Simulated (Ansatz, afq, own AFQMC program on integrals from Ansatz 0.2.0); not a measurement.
AFQMC on a folder of integrals that Ansatz 0.2.0 wrote.

```yaml
crystal:
  periodic: [false, false, false]
  atoms:
    - {symbol: B, position_ang: [0.000000, 0.000000, 0.490273]}
    - {symbol: H, position_ang: [0.000000, 0.000000, -2.159727]}
    - {symbol: H, position_ang: [0.000000, 0.000000, 1.669454]}
basis:
  gaussian: {orbitals: cc-pVDZ}
total_charge: 1
magnetization: {spin_polarized: false}
correlation: {method: ccsd_t, electrons: outside_noble_gas, hamiltonian_folder: ham}
```

```sh
$ ansatz run in.yaml --threads 1 --pin off --events-out ev --progress --plain --max-ram 16896MiB --backend cuda --devices 0, --max-vram 18GiB
```

afq runs on the folder ham with

```
--method phaseless --trial cid --walkers 40 --populations 1 --least-time 40 --time-step 0.01 --steps-per-block 50 --equilibration-blocks 6 --max-blocks 80 --target-error 0.00096 --factor-cut 1e-05 --seed 4418 --release-times 0.3,0.6,0.9,1.2 --release-step 0.1 --release-every 2 --taylor-order 8
```

Times are imaginary, in 1/Eh. The walk had a cap of 60 s.

```
orbitals 23  electrons 2 2  factors 146 of 219
reference energy -25.26054205 Eh
CCSD correlation -0.11833656 Eh in 11 cycles, weight of the determinant in the CISD state 0.7788
energy of the start -25.381472 Eh
 block  time / (1/Eh)  mean weight  energy / Eh
     1     0.500  1.0005  -25.379005
     2     1.000  1.0019  -25.372282
     3     1.500  1.0026  -25.377993
     4     2.000  1.0002  -25.381802
     5     2.500  0.9997  -25.381864
     8     4.000  1.0009  -25.375407
    11     5.500  1.0006  -25.379336
    17     8.500  0.9974  -25.387789
    23    11.500  1.0015  -25.399499
    25    12.500  0.9995  -25.401791
    29    14.500  0.9984  -25.378300
    35    17.500  1.0104  -25.381008
    39    19.500  0.9976  -25.364212
    41    20.500  0.9909  -25.389466
    47    23.500  0.9999  -25.387792
    53    26.500  0.9965  -25.382268
    59    29.500  0.9975  -25.376870
    65    32.500  1.0018  -25.375559
    71    35.500  0.9989  -25.391389
    77    38.500  1.0008  -25.386228
    83    41.500  1.0009  -25.383152
    85    42.500  1.0023  -25.387424
blocks merged  error / Eh  count
     1  0.000875  80
     2  0.001053  40
     4  0.001293  20
     8  0.001347  10
released: time / (1/Eh)  energy / Eh  error  mean overlap
  0.30  -25.384313  0.001520  0.9915
  0.60  -25.384014  0.001372  0.9919
  0.90  -25.384879  0.001748  0.9851
  1.20  -25.383422  0.001694  0.9779
energy -25.384501 +/- 0.001293 Eh
(rows thinned)
```

(1) Estimate how long the walk took on 1 × NVIDIA H100 80GB HBM3 with 2 threads of AMD EPYC 7R13 Processor (Zen 3), with other jobs on the host (the card was shared).

The run passed its tests (sampling time, drift between the halves within three errors, error under three times the target), which doesn't prove that it has relaxed.

Against this walk (error 35.2 meV) on the same determinant: CCSD(T) 61.3 meV higher (within the noise), CCSDT(Q) 36.1 meV higher (within the noise), full CI 35.0 meV higher (within the noise), a separate phaseless walk with a CISD trial and standard settings 93.8 ± 35.3 meV higher. The error is statistical and leaves out the bias of the constraint. Released to 1.20 1/Eh the energy moves by 29 ± 58 meV (both errors), within twice the noise. The determinant is a poor start (see the cautions), so the low cluster orders aren't to be relied on, and full CI is the sure value.

Cautions: constraint bias not in the error; error above the target (35.2 against 26.1 meV); restricted determinant unstable towards unrestricted (UHF 1.68 eV lower, ⟨S²⟩ 0.89); strong correlation (T1 0.079, weight of the determinant 0.78, largest double 0.45); the CCSD(T) amplitudes may be one of several solutions (largest double 0.45); the CCSDT(Q) amplitudes may be one of several solutions (largest double 0.47); the bias of populations of 40 walkers isn't removed; the time-step error isn't removed.

## Answers

(1) 16 s of wall time.

CCSDT and higher add their correlation energy to the determinant of the CCSD(T) run, since their own runs factorise the integrals more tightly (a shift of under 2 meV). A walk keeps the symmetry of its determinant, which the program's search chose and which needn't be the lowest solution, so a lower state of the same spin and another symmetry isn't excluded.
